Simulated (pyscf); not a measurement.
H₃Si–O–SiH₂–O–SiH₃ + H₂ → H₃Si–O–SiH₃ + HO–SiH₃, a four-centre exchange (singlet surface; O–Si, H–H broken, H–Si, H–O formed). PySCF, gas phase, ωB97X-D3(BJ)/def2-SVP geometries. Energies in eV from the separated reactants.

Small-basis levels: PySCF, no dispersion term, spherical d functions. AM1 to PM7: differences of heats of formation from MOPAC, which are fitted to 298 K values and so differ in kind from electronic energies by zero-point and thermal terms. GFN2-xTB: tblite. Cost: rough CPU time at the saddle relative to B3LYP/6-31G*, from one job on a shared machine.

```tsv
level	barrier	reaction energy	cost
HF/6-31G*	3.36	+1.05	0.1
B3LYP/STO-3G	2.05	+0.88	0.6
B3LYP/3-21G	2.32	+1.40	0.7
B3LYP/6-31G*	2.66	+1.11	1
B3LYP/def2-SVP	2.37	+0.94	2
GFN2-xTB	2.31	+0.90	under 0.02
AM1	2.69	+0.97	under 0.02
PM3	3.58	+1.97	under 0.02
PM7	4.33	+2.82	under 0.02
ωB97M-D3(BJ)/def2-TZVP	2.50	+1.14	–
```

Against the last row the barrier runs from -0.44 (B3LYP/STO-3G) to +1.83 eV (PM7). ωB97M-D3(BJ)/def2-TZVP has limits of its own. This is the saddle that the search found; another between the same sides may lie lower.
